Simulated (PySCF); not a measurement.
**N-methylacetamide: full NMR table**

| Quantity | Value |
| --- | --- |
| Formula | C3H7NO |
| SMILES | CNC(C)=O |
| InChI | InChI=1S/C3H7NO/c1-3(5)4-2/h1-2H3,(H,4,5) |
| Degrees of unsaturation | 1 |
| Carbon signals | 3 |
| Proton signals | 3 |

Atom-mapped SMILES (the numbers label the heavy atoms): `[CH3:1][NH:2][C:3]([CH3:4])=[O:5]`. Hydrogens are named by the atom that carries them.

PySCF 2.14.0 with density-fitted response routines calculation with σ from GIAO-PBE0/pcSseg-1, GFN2-xTB geometry and B3LYP/pcJ-1 coupling constants (spin–dipole term only in couplings to heteroatoms); equivalent nuclei averaged, a single conformation, non-relativistic Hamiltonian, in vacuum.

Chemical shifts δ = σref − σ; $^{1}$H (σref 31.72), $^{13}$C (σref 186.93) against TMS; $^{15}$N (σref 267.73) vs NH3; $^{17}$O (σref 336.08) against H2O, all at this level.

| carbon | δC, type | δH (multiplicity, J in Hz) | HMBC from (abs. J ≥ 3 Hz) | span of the C tensor (ppm) |
| --- | --- | --- | --- | --- |
| C1 | 26.4, CH3 | 3.09 (d, 5.4) | – | 55 |
| C3 | 168.3, C | – | H(C1), H(C4) | 170 |
| C4 | 24.0, CH3 | 1.84 (s) | – | 59 |

Other nuclei:
| atoms | nucleus | environment | δ (ppm) | σ (ppm) |
| --- | --- | --- | --- | --- |
| H(N2) | $^{1}$H | hydrogen on an amide-type nitrogen | 4.25 | 27.46 |
| N2 | $^{15}$N | amide-type nitrogen | 118.4 | 149.3 |
| O5 | $^{17}$O | amide-type carbonyl oxygen | 417.9 | -81.8 |

Selected couplings (Hz, signed; the shortest-range and largest first, 30 at most; isotopes $^{13}$C, $^{1}$H, $^{15}$N): $^{1}J$(C1,H(C1)) 142.5, $^{1}J$(C4,H(C4)) 133.5, $^{1}J$(C3,C4) 53.5, $^{1}J$(N2,C3) -16.9, $^{1}J$(C1,N2) -13.5, $^{2}J$(N2,C4) -11.4, $^{3}J$(N2,H(C4)) -1.4, $^{3}J$(C1,C4) 1.4.

1. Carbon types of the structure: 1 × C, 2 × CH3, leaving 1 H on heteroatoms.
2. δC 168.3: amide carbonyl carbon; it is a carbonyl in resonance with an O or N lone pair, the region of acids, esters and amides.
3. δC 26.4: methyl carbon bonded to N; pulled downfield by the heteroatom.
4. δC 24.0: methyl carbon α to a carbonyl; α to the electron-withdrawing carbonyl group.
5. δH 4.25: hydrogen on an amide-type nitrogen; labile proton, position sensitive to the medium.
6. δH 1.84: hydrogen on a methyl carbon α to a carbonyl; α to C=O.

Exchangeable OH/NH protons stand at their gas-phase positions; hydrogen bonding in a real sample shifts them, mostly to higher δ. Amide-type NH protons are broadened by 14N but still split neighbouring CH signals. Splittings below 1 Hz are ignored in the labels, and close J values are merged. Shifts are as computed. Against solution values, carbons near 30 ppm lie about +3 ppm off and those near 130 ppm about +5 ppm. Of 1211 compounds with measured shifts, 218 miss one by over three times the rms of a fit or turn the order of signals round; such compounds aren't used in these exercises. Hydrogen bonding in solution shields acid and N–H amide carbonyl oxygens by tens of ppm. The C=O carbon of an acid or of an amide with N–H lies up to 10 ppm further downfield in solution, through hydrogen bonding that the calculation lacks. Unscaled 17O shifts of doubly bonded oxygen tend to come out too high, by tens of ppm or more. Experimental scales use liquid or dissolved standards, which lie at an offset from isolated NH3 (liquid NH3: subtract about 20 ppm) and H2O (liquid H2O: subtract about 36 ppm).
